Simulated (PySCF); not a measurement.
Species: PF₃.
SMILES: `FP(F)F`

Method used: PySCF 2.14.0, PBE0-D3(BJ)/def2-SVP geometry optimisation, gas phase.

Masses are those of the commonest isotopes; rigid-rotor values at the optimised geometry. 

(1) What are A, B and C (cm⁻¹)?

(2) What kind of rotor is it?

(3) What does the inertial defect say?

(4) Give the other two planar moments, Paa and Pbb, and the rms extents of the mass along the axes.

(5) Where do the R-branch lines fall?

Results:

(1) Ia = 67.18, Ib = 67.33, Ic = 109.13 u·Å²; 505379 MHz·u·Å²/I gives 7523, 7506 and 4631 MHz, that is A = 0.25093, B = 0.25037, C = 0.15447 cm⁻¹.

(2) An oblate symmetric top, as the point group C3v requires two equal moments; the computed ones differ by 0.22 % because the geometry is symmetric only within the optimiser's tolerance: κ = (2 × 7506 − 7523 − 4631)/(7523 − 4631) = 0.99.

(3) Not planar: Δ = Ic − Ia − Ib = -25.38 u·Å². For a rigid frame Δ = −2 Σ m c², so Σ m c² = 12.69 u·Å² lies off the ab plane. The atom farthest from that plane is 0.52 Å away.

(4) Paa = Σ m a² = (Ib + Ic − Ia)/2 = 54.64 and Pbb = Σ m b² = (Ia + Ic − Ib)/2 = 54.49 u·Å². With the mass M = 87.97 u, the rms extents √(P/M) along a, b and c are 0.79, 0.79, 0.38 Å.

(5) The dipole of 1.30 D lies along the symmetry axis, so ΔK = 0 and J+1 ← J falls at 2B(J+1) for every K: 15.03 GHz, 30.06 GHz, 45.09 GHz, 60.11 GHz, 75.14 GHz for J = 0 to 4.

No PBE0-D3(BJ)/def2-SVP frequencies stand behind this structure, so it isn't proved a minimum. No vibrational averaging or centrifugal distortion is included, and the geometry carries the error of its method.

Time: 4.4 s of wall time; peak memory 0.28 GiB. Hardware: an Arm Neoverse V1 with one thread, shared host. That covers the optimisation of the geometry.
